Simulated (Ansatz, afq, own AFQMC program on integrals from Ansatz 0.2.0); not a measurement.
# Atomization energy of SiH2O, triplet

```xyz
4

Si    0.0000    0.0000    0.5550
O     0.0000    0.0000   -1.1214
H     0.0000    1.3319    1.1682
H     0.0000   -1.3319    1.1682
```

Connectivity, by distances: SiH2–O.

Atoms in their ground-state spins without spin–orbit coupling (mostly on UHF) minus the molecule (UHF), without zero-point energy. The geometry is a stationary point, not shown to be a minimum.

Basis aug-cc-pVDZ. Noble-gas cores (and the filled d shells of Ga–Kr and In–Xe) are frozen. Ansatz 0.2.0 and our own AFQMC program on the same integrals; the CISD trial comes from CCSD amplitudes, and released means the phaseless constraint is let go. ± is one standard error of the sampling. The errors of all members are added in quadrature.

No full CI on the walks' own integrals is used here; CCSDT(Q) serves as the reference and is uncertain by about the last step of the cluster series. Each member takes its own surest rung, up to full CI.

The best estimate is CCSD(T) at the basis-set limit (CBS: def2-TZVPP and def2-QZVPP, with their diffuse functions for anions and beside diffuse sets, CCSD(T) itself extrapolated) plus the step from CCSD(T) to CCSDT(Q) in aug-cc-pVDZ. Rows without CBS are in aug-cc-pVDZ, the functionals in def2-TZVP; B2PLYP and the wave-function rows carry a basis error of their own. Core correlation and relativity beyond core potentials are missing, and ± holds the sampling alone.

Cautions: SiH₂O (triplet): lower spins were not checked, released walk and highest rung disagree (by 20 meV at 2.40 1/Eh), its ph-AFQMC/CISD value lies 16 ± 5 meV above CCSDT(Q).

| level | atomization energy (kcal/mol) |
| --- | --- |
| HF | 144.2 |
| r2SCAN | 233.1 |
| PBE | 231.3 |

(1) From these cheaper values, estimate the atomization energy at the level of the best estimate.

(1) 224.7 kcal/mol (best estimate, highest rung CCSDT(Q)).

```tsv
level	atomization energy (kcal/mol)	error against the best estimate (kcal/mol)
MP2	197.3	-27.3
CCSD	195.8	-28.8
CCSD(T)	198.6	-26.0
CCSDT	199.0	-25.7
CCSDT(Q)	199.2	-25.5
ph-AFQMC/CISD	199.0 ± 0.1	-25.7 ± 0.1
released AFQMC	198.8 ± 0.2	-25.9 ± 0.2
HF/CBS	156.1	-68.5
MP2/CBS	222.2	-2.5
CCSD(T)/CBS	224.1	-0.6
PBE0	223.7	-1.0
B3LYP	227.1	2.4
wB97M-V	226.4	1.7
B2PLYP	222.2	-2.4
```

Correlation beyond CCSD(T) adds 0.6 kcal/mol. Going to the basis-set limit adds 25.5 kcal/mol at CCSD(T). The perturbative (T) step is worth +2.8 kcal/mol. The functionals spread over 10.8 kcal/mol; PBE0 and wB97M-V come nearest and r2SCAN is 8.4 kcal/mol too high.

Best estimates are given only where the step beyond CCSD(T) is under 0.3 eV and no member's determinant is very poor (T1 over 0.05, or 0.07 for open shells, ⟨S²⟩ too high by 0.3, two states mixed), so the hardest cases are missing from such tables.

The functionals ran in a triple-zeta set and keep a basis error of their own, a few kJ/mol for each bond in atomization energies and more for double hybrids, so close places among them and the extrapolated levels can swap.

CCSDT and higher add their correlation energy to the determinant of the CCSD(T) run, since their own runs factorise the integrals more tightly (a shift of under 2 meV). Each member of a difference takes its own highest rung, so a best estimate needn't equal the limit plus the step of one row. A walk keeps the symmetry of its determinant, which the program's search chose and which needn't be the lowest solution, so a lower state of the same spin and another symmetry isn't excluded. Released energies are given only where the last usable release times agree within the noise; a slower fall can still hide under it.
